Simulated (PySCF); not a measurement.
## N: ionisation energy

N [He] 2s2 2p3 (4S) → N⁺ [He] 2s2 2p2 (3P), as a difference of total energies. Computed with PySCF 2.14 in dyall-av2z (11s7p2d, 42 functions), with no relativity, point nucleus. Correlated levels: valence: 1s2 frozen; virtual orbitals above 40 to 60 times the deepest correlated orbital energy dropped. The calculations carry no spin-orbit coupling.

```tsv
method	ionisation energy (eV)
UHF	13.906
LDA	15.013
PBE	14.740
PBE0	14.711
r2SCAN	14.822
revPBE	14.669
CAM-B3LYP	14.704
wB97X-V	14.495
HSE06	14.707
MP2 (valence)	14.481
SCS-MP2 (valence)	14.244
```

How much does correlation contribute at MP2 (valence)?

14.481 − (13.906) = 0.575 eV, measured against UHF.

A first-order spin-orbit estimate (lowest level to lowest level, LS coupling) adds -0.012 eV.

Errors of the correlated levels include the incompleteness of this basis and the frozen core.

For comparison: 14.534 eV (measured; NIST Atomic Spectra Database, ionization energies).
